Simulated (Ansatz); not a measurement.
A made-up structure of CH2LiN, closed shell:

Li1  (-2.226, 0.391, -0.664)
N2  (-0.617, 0.109, -0.184)
C3  (0.558, -0.098, 0.166)
H4  (-0.246, 0.990, 0.170)
H5  (1.310, 0.709, 0.317)
(Å)

It is relaxed with PBE-D4/def2-SVP and then PBE0-D4/def2-TZVP (Ansatz 0.2.0). Atoms count as bonded within 1.22 times the sum of their covalent radii (H–H: 0.88 Å). The end point is not checked to be a true minimum.

Question: Does its bonding change? (Judge from chemistry; the calculation decides.)

Answer: By the calculation: Yes. Formed: Li1–C3; broken: none.

Where it ends: The first stage lowers the energy by 3.37 eV in 17 steps. It ends as CH₂LiN ([Li]1[CH][NH]1):
Li1  (-1.651, -0.489, -0.583)
N2  (-0.639, 0.908, -0.050)
C3  (0.122, -0.142, -0.050)
H4  (-0.226, 1.801, 0.230)
H5  (1.171, 0.023, 0.258)
(Å)

Labels in which every atom is bracketed show which atoms are joined, not bond orders.

For scale, one of the runs: PBE0-D4/def2-TZVP relaxation, 88 basis functions, launched by `ansatz run in.yaml --threads 2 --pin off --events-out ev --progress --plain --max-ram 4352MiB`. The run took about 7.5 s on 2 CPU threads of an Arm Neoverse V1 (shared host).
